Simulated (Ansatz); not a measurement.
Relaxation of CH4BF (7 atoms, charge 0, multiplicity 1), to a largest force component of 0.02 eV/Å in at most 40 steps.

All numbers below come from RKS B3LYP-D4/def2-mTZVP in Ansatz.

```xyz
7
Properties=species:S:1:pos:R:3:forces:R:3
B 0.000 0.000 0.000 -0.51 0.03 1.42
C 0.000 0.000 1.600 -0.08 -0.32 -0.76
H -1.000 -0.309 1.970 0.61 0.27 -0.01
H 0.768 -0.711 1.970 -0.32 0.49 0.05
H 0.232 1.020 1.970 -0.07 -0.51 0.01
F 1.143 0.000 -0.660 0.28 0.01 -0.33
H -1.030 0.000 -0.595 0.09 0.02 -0.38
```

Problem. Where does it end, and by what steps?

Solution. It converged. The force dipped under the threshold on the way, but the program's further checks kept it going. After 20 steps the energy has fallen by 0.080 eV; F6 moved furthest, 0.46 Å.

```csv
step,energy less start (eV),largest force component (eV/Å),accepted
0,0.0000,1.424,yes
1,-0.0582,0.735,yes
2,-0.0619,0.460,yes
3,-0.0693,0.180,yes
4,-0.0702,0.028,yes
5,-0.0712,0.075,yes
6,-0.0662,0.504,no
7,-0.0747,0.046,yes
8,-0.0741,0.322,no
9,-0.0759,0.054,yes
10,-0.0764,0.130,yes
11,-0.0712,0.344,no
12,-0.0781,0.021,yes
13,-0.0787,0.006,yes
14,-0.0792,0.050,yes
15,-0.0793,0.046,yes
16,-0.0795,0.029,yes
17,-0.0796,0.039,yes
18,-0.0787,0.167,no
19,-0.0797,0.022,yes
20,-0.0797,0.018,yes
```

```xyz
7
Properties=species:S:1:pos:R:3
B -0.005 0.016 0.024
C 0.020 -0.008 1.580
H -0.836 -0.574 1.966
H 0.933 -0.430 2.002
H -0.110 1.006 1.977
F 1.030 -0.448 -0.677
H -0.921 0.439 -0.617
```

Whether the end is a true minimum wasn't checked by a vibrational analysis.

Time of the run: 23 s on 2 threads of Arm Neoverse V1, with other jobs on the host, peak memory 0.13 GiB.
